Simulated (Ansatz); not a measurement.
CH2FSi (SMILES F[C]=[SiH2]), doublet: a single point displaced at random from a GFN2-xTB minimum.

in.yaml

```yaml
crystal:
  periodic: [false, false, false]
  atoms:
    - {symbol: F, position_ang: [0.603700, -1.632500, 1.384500]}
    - {symbol: C, position_ang: [0.726700, -0.352700, 0.965300]}
    - {symbol: Si, position_ang: [-0.246200, 0.298100, -0.390000]}
    - {symbol: H, position_ang: [-1.239100, 0.000400, -1.407600]}
    - {symbol: H, position_ang: [0.155600, 1.689700, -0.574900]}
basis:
  gaussian: {orbitals: def2-TZVPP}
magnetization: {spin_polarized: true, initial_magnetization: 1}
hamiltonian: {xc: pbe, dispersion: d4}
output: {forces: true}
```

An equivalent command:

```bash
ansatz run in.yaml --threads 4 --pin off --events-out ev --progress --plain
```

Output of Ansatz 0.2.0:

```
Functional definition: PBE
  name "PBE"
  cite "Perdew, Burke & Ernzerhof, Phys. Rev. Lett. 77, 3865 (1996) doi:10.1103/PhysRevLett.77.3865"
  parent pbe
  parameter kappa = 0.804
  parameter beta = 0.06672455060314922
  exchange = pbe_x(kappa = kappa, mu = beta*pi^2/3)
  correlation = pbe_c(beta = beta)
742 factors; their error is unknown
mean field evaluation 1: about -11648.3654 eV, gradient 2.9e1 eV
mean field evaluation 2: about -11620.8448 eV, gradient 6.1e1 eV
mean field evaluation 4: about -11651.4668 eV, gradient 1.6e1 eV
mean field evaluation 8: about -11653.2575 eV, gradient 3.1e-1 eV
mean field evaluation 16: about -11653.2376 eV, gradient 6.2e-3 eV
mean field evaluation 32: about -11653.2376 eV, gradient 7.2e-6 eV
mean field -11653.23762852 eV, -428.2485840001 hartree, gradient 7.2e-6 eV, S^2 0.778540; 5 other end points of the search recorded, 0 dependent functions left out
the calculation of the forces begins
reference -11653.23766169 eV, -428.2485852190 hartree; 16, 15 occupied and 116, 117 virtual orbitals, 742 factors
Total energy: -11653.31071756 eV, -428.2512699725 hartree
Atom 0 at     0.603700    -1.632500     1.384500 Å, force     0.559247     0.907432     0.286361 eV/Å
Atom 1 at     0.726700    -0.352700     0.965300 Å, force    -1.724650    -1.552647    -1.397164 eV/Å
Atom 2 at    -0.246200     0.298100    -0.390000 Å, force     1.498702     1.187307     1.362037 eV/Å
Atom 3 at    -1.239100     0.000400    -1.407600 Å, force    -0.497183    -0.986555    -0.249134 eV/Å
Atom 4 at     0.155600     1.689700    -0.574900 Å, force     0.163884     0.444463    -0.002100 eV/Å
Dipole moment:    -0.195153     0.008731    -0.217885 e Å
```

The lines “mean field evaluation” count trial sets of orbitals through the whole run, from several starts and some on an approximate energy, so they need not fall steadily or lie above the final value.

The run took about 2.4 s on 4 CPU threads (shared host).
